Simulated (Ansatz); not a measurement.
# BPHO (quartet): geometry optimisation

Aim: relax a generated start of BPHO (quartet) and see which bonds hold.

Method: UKS PBE0/def2-TZVP; program: Ansatz 0.2.0, Gaussian basis.

## (1) Starting geometry

4 atoms, charge 0, spin multiplicity 4.

Atoms are counted from 1 here; the program's logs count them from 0.

Bond lengths: O1–B2 1.188 Å, B2–H4 1.146 Å. Angles: O1–B2–H4 176.9°.

Coordinates:

```csv
atom,x (Å),y (Å),z (Å)
O1,-1.86955,-0.15135,-0.00443
B2,-1.31784,0.90009,0.01665
P3,1.45307,-0.29919,-0.00475
H4,-0.84167,1.94223,0.03749
```

The start was built by rule and, where that kept it together, relaxed with GFN2-xTB. Sticks and bond lists go by distance. 

## (2) Relaxation

File in.yaml:

```yaml
crystal:
  periodic: [false, false, false]
  atoms:
    - {symbol: O, position_ang: [-1.869552, -0.151346, -0.004425]}
    - {symbol: B, position_ang: [-1.317837, 0.900086, 0.016655]}
    - {symbol: P, position_ang: [1.453075, -0.299190, -0.004748]}
    - {symbol: H, position_ang: [-0.841667, 1.942227, 0.037494]}
basis:
  gaussian: {orbitals: def2-TZVP}
magnetization: {spin_polarized: true, initial_magnetization: 3}
hamiltonian: {xc: pbe0}
relax: {f_tol: 0.004, max_steps: 80}
```

On the command line:

```
$ ansatz run in.yaml --threads 1 --pin off --events-out ev --progress --plain --max-ram 2176MiB
```

Before running it: what results should come out? Wanted: energy gained; shift from the start; total energy; dipole moment; ⟨S²⟩.

As calculated:

```
                  quantity           value
                     steps              11
             energy gained        0.051 eV
shift from the start (rms)         0.319 Å
              total energy  -12021.0165 eV
             dipole moment          2.67 D
                      ⟨S²⟩           3.750
```

**Reading.** The bonds of the start are those of the end. B2–H4 went from 1.146 to 1.173 Å. No vibrations were run, so this is a stationary point, not a proven minimum, and this spin need not be the ground state's.
